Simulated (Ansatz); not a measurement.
C₂H₆N₂, SMILES `C/N=C\N`, relaxed with RKS PBE0-D4/def2-TZVP in the Gaussian-basis code of Ansatz from a PBE-D4/def2-SVP geometry. The force threshold is 0.005 eV/Å; the program also tests the step.

Total charge 0; spin multiplicity 1.

Start:

```xyz
10

C     0.012   -0.229   -1.380
N    -1.072   -0.062   -0.435
C    -0.758    0.169    0.789
N     0.501    0.314    1.334
H    -0.387   -0.438   -2.393
H     0.657    0.681   -1.464
H     0.695   -1.078   -1.121
H    -1.574    0.309    1.528
H     1.319    0.026    0.796
H     0.608    0.307    2.347
```

By how much does the energy fall, and how many steps does the optimiser take? (An estimate is asked.)

Ansatz gave: 1.21 kcal/mol, in 6 steps.

Which bonds change most? (Estimate.)

The calculation gave: C3–H8 from 1.110 to 1.091 Å; C1–H6 from 1.119 to 1.100 Å; C1–H7 from 1.120 to 1.101 Å; C1–H5 from 1.109 to 1.090 Å.

Give the relaxed structure. (Best estimate.)

Ansatz gave: 
```xyz
10

C     0.022   -0.226   -1.363
N    -1.063   -0.062   -0.427
C    -0.753    0.170    0.780
N     0.499    0.322    1.311
H    -0.379   -0.436   -2.354
H     0.644    0.678   -1.441
H     0.688   -1.062   -1.096
H    -1.556    0.307    1.506
H     1.296    0.023    0.775
H     0.603    0.286    2.309
```
